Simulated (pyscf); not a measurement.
Elementary routes open to `[OH][B]([OH])[OH]` + `[CH2]=[CH2]` in the gas phase (singlet surface):
A. `[OH][CH2][CH2][B]([OH])[OH]` (B–O broken; C–O, B–C formed)
B. `[CH3][CH2][O][B]([OH])[OH]` (H–O broken; C–O, C–H formed)

Single points on ωB97X-D3(BJ)/def2-SVP structures (PySCF, gas phase).

Question: Rank the routes by free-energy barrier at 900 K, lowest first, for ωB97M-D3(BJ)/def2-TZVP energies (ideal gas, 1 atm, RRHO with modes under 100 cm⁻¹ raised to 100, one conformer, R ln 2 for chiral ones without a mode under 150 cm⁻¹).

Answer: A (330.5 kJ/mol), B (346.4 kJ/mol)

Route A is the fastest of these, ahead of the next by 15.9 kJ/mol. The most stable products are those of B (ΔG = +74.5 kJ/mol), whose barrier is 15.9 kJ/mol higher: the kinetic and the thermodynamic product differ. At 298 K A is still the fastest. A: On the product side the descent ends in a point that may be a rotor saddle (no frequency run), 16.5 kJ/mol over the lowest minimum found and 144.3 kJ/mol under the saddle at ωB97X-D3(BJ)/def2-TZVP. B: On the reactant side the descent ends in a complex (not fully relaxed), 18.5 kJ/mol under the separated species and 249.9 kJ/mol under the saddle at ωB97X-D3(BJ)/def2-TZVP. On the product side the descent ends in a point that may be a rotor saddle (no frequency run), 16.5 kJ/mol over the lowest minimum found and 297.7 kJ/mol under the saddle at ωB97X-D3(BJ)/def2-TZVP. Only these routes are compared; each barrier is that of the saddle found, and lower ones may exist.
